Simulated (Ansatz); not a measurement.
# C3H8O2 (dimethoxymethane): a line through the functionals

The species is C3H8O2 (13 atoms), meant as a singlet with charge 0. SMILES: `COCOC`. The coordinates come from a PBE0-D4/def2-TZVP relaxation. This is one conformer, not always the lowest.

The vertical energy of the triplet above the singlet y, in eV, basis cc-pVDZ; a is the functional's share of exact exchange. Programs: Ansatz 0.2.0.

| functional | program | a | y (eV) |
| --- | --- | --- | --- |
| r2SCAN | Ansatz | 0 | 7.99 |
| PBE | Ansatz | 0 | 7.50 |
| B3LYP | Ansatz | 0.2 | 8.10 |
| PBE0 | Ansatz | 0.25 | ? |
| BHLYP | Ansatz | 0.5 | 8.63 |

Question: Fit y = c + s·a to the known rows and predict PBE0.

Answer: 
1. Means of the 4 rows: a = 0.1750, y = 8.055.
2. Σ(Δa)² = 0.1675, Σ(Δa·Δy) = 0.2965, so the slope is 0.2965/0.1675 = 1.7701.
3. Intercept: 8.055 − (1.7701) × 0.1750 = 7.745. The largest residual of the fit is 0.25.
4. PBE0: 7.745 + (1.7701) × 0.25 = 8.19 eV.

The run gave 8.28 eV, so the prediction is off by -0.09 eV, within the largest residual. The rows mix families of semi-local functionals, which the line can't see.
